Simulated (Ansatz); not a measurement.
**doublet NO3 at 5 levels**

Aim: a comparison of 5 runs (UHF/STO-3G, UB3LYP/STO-3G, UBLYP/STO-3G, UHSE06/STO-3G, UCCSD/STO-3G) of doublet NO3. 

The results are computed with Ansatz 0.2.0.

9 further runs of the same task are left out: 7 that didn't finish, 2 set aside as unsound or not needed.

### Step 1. Starting point

NO3: 4 atoms, total charge 0, spin state doublet. As SMILES of the parent species, `O=[N+]([O-])[O-]`. The coordinates come from a PBE0-D4/def2-TZVPD relaxation. That shape belongs to the parent species and isn't relaxed for this state.

Bond lengths: O1–N2 1.247 Å, N2–O3 1.247 Å, N2–O4 1.247 Å. Angles: O1–N2–O3 120.0°, O1–N2–O4 120.0°, O3–N2–O4 120.0°.

### Step 2. A single-point energy at UHF/STO-3G (run 1)

The input, run.yaml:

```yaml
crystal:
  periodic: [false, false, false]
  atoms:
    - symbol: O
      position_ang: [0.296520, 0.524040, 1.091530]
    - symbol: "N"
      position_ang: [0.000000, 0.000000, -0.000000]
    - symbol: O
      position_ang: [0.470440, -1.113360, -0.305120]
    - symbol: O
      position_ang: [-0.766950, 0.589330, -0.786420]
basis:
  gaussian: {orbitals: STO-3G}
magnetization: {spin_polarized: true, initial_magnetization: 1}
hamiltonian: {xc: hf}
accuracy: high
```

Run with:

```console
$ ansatz run run.yaml --threads 1 --pin off --max-ram 3480MiB --events-out events.jsonl --progress --plain --runs-dir runs
```

The log of the run:

```text
Warning: RAYON_NUM_THREADS=1 ignored (pool sized by the plan → 1); use --threads N
Functional definition: HF
  name "HF"
  exchange = exact_x
  correlation = 0
372 factors; integrals over basis functions are off by at most 4.1e-8 eV
mean field evaluation 1: about -7474.5477 eV, gradient 3.6e1 eV
mean field evaluation 2: about -7474.7298 eV, gradient 3.7e1 eV
mean field evaluation 4: about -7481.4578 eV, gradient 1.0e0 eV
mean field evaluation 8: about -7481.4735 eV, gradient 1.2e-1 eV
mean field evaluation 16: about -7485.8083 eV, gradient 1.9e0 eV
mean field evaluation 32: about -7483.2271 eV, gradient 2.1e-1 eV
mean field evaluation 64: about -7486.0949 eV, gradient 1.1e-1 eV
mean field evaluation 96: about -7483.9703 eV, gradient 3.8e0 eV
mean field evaluation 128: about -7486.0943 eV, gradient 2.1e-1 eV
mean field evaluation 160: about -7477.6669 eV, gradient 2.0e0 eV
mean field evaluation 192: about -7485.0777 eV, gradient 4.7e0 eV
mean field evaluation 224: about -7481.7231 eV, gradient 1.8e0 eV
mean field -7486.09589777 eV, -275.1089499849 hartree, gradient 1.4e-8 eV, S^2 1.568119; 5 other end points of the search recorded, 0 dependent functions left out
reference -7486.09589777 eV, -275.1089499849 hartree; 16, 15 occupied and 4, 5 virtual orbitals, 372 factors
Total energy: -7486.09589777 eV, -275.1089499849 hartree
```

Wall time 0.74 s (1 thread of Arm Neoverse V1, shared host).

### Step 3. A single-point energy at UB3LYP/STO-3G (run 2)

The input, molecule.yaml:

```yaml
crystal:
  periodic: [false, false, false]
  atoms:
    - {symbol: O, position_ang: [0.296520, 0.524040, 1.091530]}
    - {symbol: N, position_ang: [0.000000, 0.000000, -0.000000]}
    - {symbol: O, position_ang: [0.470440, -1.113360, -0.305120]}
    - {symbol: O, position_ang: [-0.766950, 0.589330, -0.786420]}
basis:
  gaussian: {orbitals: STO-3G}
magnetization: {spin_polarized: true, initial_magnetization: 1}
hamiltonian: {xc: {name: B3LYP}}
accuracy: high
```

Run with:

```console
$ ansatz run molecule.yaml --threads 1 --pin off --max-ram 3480MiB --events-out events.jsonl --progress --plain --runs-dir runs
```

The log of the run:

```text
Warning: RAYON_NUM_THREADS=1 ignored (pool sized by the plan → 1); use --threads N
Functional definition: B3LYP
  name "B3LYP"
  parameter a0 = 0.2
  parameter ax = 0.72
  parameter ac = 0.81
  exchange = (1 - a0 - ax)*slater_x + ax*b88_x + a0*exact_x
  correlation = (1 - ac)*vwn_rpa_c + ac*lyp_c
372 factors; integrals over basis functions are off by at most 4.1e-8 eV
mean field evaluation 1: about -7512.9648 eV, gradient 3.4e1 eV
mean field evaluation 2: about -7510.7068 eV, gradient 4.0e1 eV
mean field evaluation 4: about -7518.7279 eV, gradient 1.0e0 eV
mean field evaluation 8: about -7518.7533 eV, gradient 3.1e-3 eV
mean field evaluation 16: about -7518.7533 eV, gradient 2.1e-5 eV
mean field evaluation 32: about -7518.6797 eV, gradient 3.2e0 eV
mean field -7518.75325175 eV, -276.3090856079 hartree, gradient 7.5e-9 eV, S^2 0.751963; 4 other end points of the search recorded, 0 dependent functions left out
reference -7518.75326890 eV, -276.3090862382 hartree; 16, 15 occupied and 4, 5 virtual orbitals, 372 factors
Total energy: -7518.75326890 eV, -276.3090862382 hartree
```

Wall time 2.5 s (1 thread of Arm Neoverse V1, shared host); peak memory 0.12 GiB.

### Step 4. The energy at UBLYP/STO-3G (run 3)

The input, job.yaml:

```yaml
basis:
  gaussian: {orbitals: STO-3G}
crystal:
  periodic: [false, false, false]
  atoms:
    - {symbol: O, position_ang: [0.296520, 0.524040, 1.091530]}
    - {symbol: N, position_ang: [0.000000, 0.000000, -0.000000]}
    - {symbol: O, position_ang: [0.470440, -1.113360, -0.305120]}
    - {symbol: O, position_ang: [-0.766950, 0.589330, -0.786420]}
magnetization: {spin_polarized: true, initial_magnetization: 1}
hamiltonian: {xc: {name: BLYP}}
accuracy: high
```

Run with:

```console
$ ansatz run job.yaml --threads 1 --pin off --max-ram 3480MiB --events-out events.jsonl --progress --plain --runs-dir runs
```

The log of the run, cut to the lines that bear on the results:

```text
Warning: RAYON_NUM_THREADS=1 ignored (pool sized by the plan → 1); use --threads N
Functional definition: BLYP
  name "BLYP"
[...]
372 factors; integrals over basis functions are off by at most 4.1e-8 eV
[...]
mean field -7517.95606866 eV, -276.2797896695 hartree, gradient 9.0e-8 eV, S^2 0.750846; 8 other end points of the search recorded, 0 dependent functions left out
reference -7517.95609219 eV, -276.2797905342 hartree; 16, 15 occupied and 4, 5 virtual orbitals, 372 factors
Total energy: -7517.95609219 eV, -276.2797905342 hartree
```

Run time: 7.2 s. Hardware: 1 thread of Arm Neoverse V1, shared host; peak memory 0.12 GiB.

Run 4 isn't shown in full; the table further down has it.

### Step 5. The energy at UCCSD/STO-3G (run 5)

The input, in.yaml:

```yaml
crystal:
  periodic: [false, false, false]
  atoms:
    - {symbol: O, position_ang: [0.296520, 0.524040, 1.091530]}
    - {symbol: "N", position_ang: [0.000000, 0.000000, -0.000000]}
    - {symbol: O, position_ang: [0.470440, -1.113360, -0.305120]}
    - {symbol: O, position_ang: [-0.766950, 0.589330, -0.786420]}
basis:
  gaussian:
    orbitals: STO-3G
correlation:
  method: ccsd
  frozen_orbitals: {"N": 1, O: 1}
scf:
  omitted_lower_state_checks: [cluster_reference, increment]
accuracy: high
magnetization:
  spin_polarized: true
  initial_magnetization: 1
```

Run with:

```console
$ ansatz run in.yaml --threads 1 --pin off --max-ram 3480MiB --events-out events.jsonl --progress --plain --runs-dir runs
```

The log of the run:

```text
Warning: RAYON_NUM_THREADS=1 ignored (pool sized by the plan → 1); use --threads N
[... 16 lines left out ...]
4 core orbitals not correlated: weight in the atoms' cores, before any rotation towards them, 1.000 or more for the frozen orbitals, at most 0.000 for the correlated occupied ones
[... 41 lines left out ...]
Total energy: -7490.22189983 eV, -275.2605777640 hartree
Checks for a lower state left out: cluster_reference, increment
```

Wall time 1.1 s (1 thread of Arm Neoverse V1, shared host).

### Step 6. Overview of the runs

```csv
run,level,frozen core orbitals,energy (Eh),⟨S²⟩,wall time
1,UHF/STO-3G,–,-275.108950,1.568,0.74 s
2,UB3LYP/STO-3G,–,-276.309086,0.752,2.5 s
3,UBLYP/STO-3G,–,-276.279791,0.751,7.2 s
4,UHSE06/STO-3G,–,-276.074433,0.752,3.3 s
5,UCCSD/STO-3G,4,-275.260578,1.568,1.1 s
```

### Step 7. Summary of results

| quantity | value |
| --- | --- |
| run 5: total energy | -275.26058 Eh |
| run 5: correlation energy (4 core orbitals frozen) | -151.6 mEh |
| run 5: ⟨S²⟩ of the reference determinant | 1.568 |
| run 5: T1 diagnostic | 0.051 |

In words: Totals of different functionals can't be ranked against each other. In runs 1, 2, 3, 4, 5 the basis is minimal, so the values are rough. Spin contamination of the reference: run 1 ⟨S²⟩ = 1.57, run 5 ⟨S²⟩ = 1.57. Where it is this large, the reference is a mixture of spin states, and values that rest on it are in doubt. All runs together took 15 s, the longest 7.2 s.
